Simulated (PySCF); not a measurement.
A mixed set of molecules.

All values: CAM-B3LYP/def2-SVPD (PySCF) at PBE0-D3(BJ)/def2-SVP geometries, gas phase, one conformer each. Core orbitals are frozen in the response; Δα² is half the sum of the squared differences of the principal polarisabilities. Atoms past krypton carry effective core potentials.

**Question.** Rank by mean static polarisability, highest first.
A. `C[CH2][In]([CH2]CC)[CH2]C`
B. `C[N](C)[Zr]([Cl])([Cl])[Cl]`
C. `[O+](C)(C)[AlH3-]`
D. `[C-]#[N+]CC=C`
E. `CN=[PH3]`

**Answer.** A (18.71 Å³), B (17.30 Å³), C (9.46 Å³), D (7.95 Å³), E (7.39 Å³).

**Question.** Rank by dipole moment, lowest first.
A. Zr(NMe2)Cl3, `C[N](C)[Zr]([Cl])([Cl])[Cl]`
B. `CN=[PH3]`
C. InEt2(nPr) (`C[CH2][In]([CH2]CC)[CH2]C`)
D. `C[O+](C)[AlH3-]`
E. `[C-:1]#[N+:2][CH2:3][CH:4]=[CH2:5]` with N2–C3–C4–C5 127° (cis allyl isocyanide)

**Answer.** C (0.18 D), B (2.64 D), A (3.62 D), E (3.89 D), D (5.12 D).

**Question.** Rank by vertical ionisation energy (ΔSCF), highest first.
A. `C[N](C)[Zr]([Cl])([Cl])[Cl]`
B. `C[O+](C)[AlH3-]`
C. `[C-]#[N+]CC=C`

**Answer.** C (10.61 eV), B (9.84 eV), A (9.21 eV).

All values together:

```
                     SMILES     formula  μ (D)  HOMO (eV)  LUMO (eV)  α (Å³)  Δα (Å³)  electrons  α per electron (Å³)  ΔSCF removal energy (eV)
            C[O+](C)[AlH3-]     C2H9AlO   5.12      -8.78       0.75    9.46     0.98         42                0.225                      9.84
              [C-]#[N+]CC=C       C4H5N   3.89      -9.63       0.67    7.95     4.18         36                0.221                     10.61
                   CN=[PH3]       CH6NP   2.64      -7.58       1.04    7.39     2.83         34                0.217                         –
C[N](C)[Zr]([Cl])([Cl])[Cl]  C2H6Cl3NZr   3.62      -8.80      -1.02   17.30     2.28        116                0.149                      9.21
  CC[CH2][In]([CH2]C)[CH2]C     C7H17In   0.18      -7.72      -0.14   18.71     7.15        108                0.173                         –
```

Conformers: `[C-:1]#[N+:2][CH2:3][CH:4]=[CH2:5]` with N2–C3–C4–C5 127°; `CC[CH2][In]([CH2]C)[CH2]C`.

A dash marks a removal energy that wasn't run or isn't settled.
